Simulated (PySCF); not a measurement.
# Adding and removing an electron: NaCl

RHF-CCSD(T); basis Na def2-SVP, Cl def2-SVP; no relativity; PySCF 2.14. Neutral (RHF): singlet (closed shell), Re = 2.355 Å, ωe = 385 cm⁻¹, De = 3.69 eV.

NaCl⁺ (UHF): doublet (π ↑), Re = 2.844 Å, ωe = 154 cm⁻¹, De = 0.41 eV to Na⁺ + Cl. The energies at the minima are -621.37512 hartree for NaCl and -621.07517 for NaCl⁺.

**Question.** Work out the adiabatic ionisation energy, without and with harmonic zero-point energies (1 hartree = 27.2114 eV, 1 eV = 8065.5 cm⁻¹), and the change of the bond length.

**Answer.** At CCSD(T): 0.29995 hartree = 8.162 eV between the minima; the zero-point term (154.0 − 385.0)/2 cm⁻¹ = -0.014 eV makes it 8.148 eV. Re changes by +48.9 pm against the neutral. The electron leaves a π orbital, and the ion is left as a loose complex of an ion and an atom.

Correlated steps freeze 6 core orbitals. Weak bonds: NaCl⁺. Basis-set superposition, not corrected here, can be much of De in a small basis, most of all at correlated wavefunction levels. For an ion De counts to the pair picked by the measured ionisation energies or electron affinities, which need not be the lowest pair at this level. Where the molecule has an RHF reference, its open-shell atoms are computed with UHF. States were picked by a PBE0 search and need not be the measured ground states.

Neutral and ion stand on different kinds of reference determinant, which adds to the error of the difference.
